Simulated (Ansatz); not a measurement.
PH$_{2}$⁺, singlet: vertical spin and charge gaps

Geometry (PBE0/def2-TZVP stationary point for this spin, not checked as a minimum):

```json
{"atom": "P", "x (Å)": "0.0000", "y (Å)": "-0.0608", "z (Å)": "0.0000"}
{"atom": "H", "x (Å)": "0.0000", "y (Å)": "0.9346", "z (Å)": "-1.0256"}
{"atom": "H", "x (Å)": "0.0000", "y (Å)": "0.9346", "z (Å)": "1.0256"}
```

Basis cc-pVDZ; Ansatz 0.2.0. Only valence electrons are correlated (noble-gas cores frozen). R marks a restricted (for open shells ROHF) determinant. Active spaces: valence = (6e, 6o) chosen from the atoms' valence shells.

Gaps are energies of the second state less the first, at fixed atoms, for a selection of the levels run; each method lands on the state that its own search finds for that charge and spin.

Triplet less singlet: 1.196 eV at full CI (singlet A1, triplet B1, in C2v).

```tsv
level	gap (eV)	error (meV)
RHF	0.676	-520
RMP2	1.026	-170
CISD	1.113	-83
RCCSD	1.192	-4
RCCSD(T)	1.195	-1
BCCD(T)	1.195	-1
RCCSDT	1.193	-3
CISDTQ	1.193	-3
RCCSDT(Q)	1.195	-1
RCCSDTQ	1.196	0
CASSCF (valence space)	1.173	-23
NEVPT2 (valence space)	1.164	-32
NEVPT4(SD) (valence space)	1.179	-17
MRCISD (valence space)	1.196	0
MRCISD+Q (valence space)	1.194	-2
B3LYP	1.224	28
wB97M-V	1.379	183
```

In so small a basis the reference is far from its limit while semilocal and hybrid functionals are nearer theirs, so the functionals' errors here hold much of the reference's basis and frozen-core error, which can add to them or hide them.

Full CI is exact within this basis and frozen core; it isn't the basis-set limit.
